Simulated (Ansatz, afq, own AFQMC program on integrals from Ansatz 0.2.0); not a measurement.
Two steps: Ansatz 0.2.0 writes the Fock matrix and Cholesky factors of the valence space, and afq projects on them the lowest state that overlaps trial and start.

```yaml
crystal:
  periodic: [false, false, false]
  atoms:
    - {symbol: Se, position_ang: [0.000000, 0.000000, 0.000000]}
    - {symbol: Mg, position_ang: [0.000000, 0.000000, 2.369500]}
basis:
  gaussian: {orbitals: 6-31G}
total_charge: 1
magnetization: {spin_polarized: true, initial_magnetization: 1}
correlation: {method: ccsd_t, electrons: outside_noble_gas, hamiltonian_folder: ham}
```

```sh
$ ansatz run in.yaml --threads 1 --pin off --events-out ev --progress --plain --max-ram 1843MiB
```

Options of the walk:

```
--method phaseless --trial hf --walkers 220 --populations 1 --least-time 40 --time-step 0.005 --steps-per-block 20 --equilibration-blocks 112 --max-blocks 600 --target-error 0.0009600 --factor-cut 1e-05 --start spin_pure --seed 6570 --taylor-order 6
```

Times are imaginary, in 1/Eh. The walk had a cap of 534 s. Filled inner d shells are frozen with the cores.

Log:

```
orbitals 23  electrons 4 3  factors 157 of 383
reference energy -2598.83727365 Eh
CCSD correlation -0.05484377 Eh in 13 cycles, weight of the determinant in the CISD state 0.9234
energy of the start -2598.838509 Eh
 block  time / (1/Eh)  mean weight  energy / Eh
     1     0.100  1.0003  -2598.847537
     2     0.200  1.0007  -2598.853352
     3     0.300  1.0002  -2598.857542
     4     0.400  0.9998  -2598.862520
     5     0.500  1.0000  -2598.865957
     7     0.700  1.0003  -2598.870589
     9     0.900  1.0005  -2598.875789
    18     1.800  1.0001  -2598.891271
    52     5.200  1.0003  -2598.910267
    86     8.600  0.9992  -2598.889994
   120    12.000  1.0001  -2598.895725
   154    15.400  0.9992  -2598.890639
   188    18.800  1.0003  -2598.909864
   222    22.200  1.0002  -2598.898816
   256    25.600  1.0007  -2598.900670
   290    29.000  1.0003  -2598.895496
   324    32.400  1.0002  -2598.927315
   358    35.800  0.9994  -2598.896497
   392    39.200  1.0005  -2598.900390
   426    42.600  1.0006  -2598.902001
   460    46.000  0.9992  -2598.895489
   494    49.400  0.9999  -2598.903162
   528    52.800  1.0001  -2598.905359
   562    56.200  1.0001  -2598.885730
   596    59.600  0.9997  -2598.887835
   630    63.000  0.9998  -2598.887449
   664    66.400  0.9987  -2598.890173
   698    69.800  1.0000  -2598.892596
blocks merged  error / Eh  count
     1  0.000317  600
     2  0.000432  300
     4  0.000577  150
     8  0.000765  75
    16  0.001007  37
    32  0.001161  18
    64  0.001218  9
energy -2598.896349 +/- 0.001161 Eh
(rows thinned)
```

The run passed its tests (sampling time, drift between the halves within three errors, error under three times the target), which doesn't prove that it has relaxed. The second half of the sampling lies above the first by 2.0 errors of their difference, so the energy may still be moving and its error bar be too small.

Against this walk (error 31.6 meV) on the same determinant: CCSD(T) 63.2 meV higher, CCSDT(Q) 44.5 meV higher (within the noise), full CI 47.5 meV higher (within the noise), a separate phaseless walk with a CISD trial and standard settings 56.5 ± 32.0 meV higher (within the noise). The error is statistical and leaves out the bias of the constraint.

Cautions: constraint bias not in the error; error above the target (31.6 against 26.1 meV); no relativity below Rb; no spin-orbit coupling; inner d shell frozen; unrestricted determinant slightly spin contaminated (⟨S²⟩ 0.83 against 0.75).

The walk took 2.9 min on 1 thread of Arm Neoverse V1, on a shared host. The log's last line is the phaseless energy.

CCSDT and higher add their correlation energy to the determinant of the CCSD(T) run, since their own runs factorise the integrals more tightly (a shift of under 2 meV).
